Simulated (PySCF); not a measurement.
How the method moves the HOMO and LUMO of 5-fluoropent-1-ene

Species: 5-fluoropent-1-ene, C5H9F.
Structure used (PBE0-D3(BJ)/def2-SVP), in Å, numbered top down from 1:
```
atom  x, y, z in Å
C1     2.6625   -0.2274   -0.0309
C2     1.4420   -0.4533    0.4569
C3     0.2323    0.3849    0.1960
C4    -0.9004   -0.3929   -0.4706
C5    -2.1673    0.4161   -0.6099
F6    -2.6288    0.7937    0.6299
H7     2.8670    0.6309   -0.6794
H8     3.5034   -0.8857    0.2025
H9     1.2850   -1.3290    1.1009
H10    0.5055    1.2554   -0.4244
H11   -0.1515    0.7860    1.1503
H12   -0.5904   -0.7367   -1.4719
H13   -1.1253   -1.3011    0.1146
H14   -2.9577   -0.1690   -1.1105
H15   -1.9894    1.3325   -1.2008
```

Basis pcSseg-1 throughout (PySCF), one geometry. The structure is a single PBE0-D3(BJ)/def2-SVP conformer in the gas phase; no vibrational or solvent corrections.

How do the orbital energies, the gap and the dipole change with the method?

| method | kind | HOMO (eV) | LUMO (eV) | gap (eV) | μ (D) | SCF cycles |
| --- | --- | --- | --- | --- | --- | --- |
| B97-D | GGA | -6.23 | -0.58 | 5.64 | 1.50 | 15 |
| KT3 | GGA | -6.29 | -0.62 | 5.67 | 1.46 | 16 |
| KT2 | GGA | -6.30 | -0.68 | 5.63 | 1.49 | 15 |
| B3LYP | global hybrid | -7.21 | 0.13 | 7.34 | 1.59 | 14 |
| PBE0 | global hybrid | -7.44 | 0.36 | 7.81 | 1.61 | 13 |
| mPW1PW91 | global hybrid | -7.46 | 0.35 | 7.82 | 1.63 | 13 |

The HOMO spans 1.24 eV, from B97-D down to mPW1PW91, and the gap runs from 5.63 eV (KT2) to 7.82 eV (mPW1PW91). Over the methods B97-D (0 %), KT3 (0 %), KT2 (0 %), B3LYP (20 %), PBE0 (25 %), mPW1PW91 (25 %), a straight line through the gap against the share of exact exchange rises by 0.86 eV for each 10 % (correlation coefficient 1.000). The dipole ranges from 1.46 D (KT3) to 1.63 D (mPW1PW91). This basis has no diffuse functions.
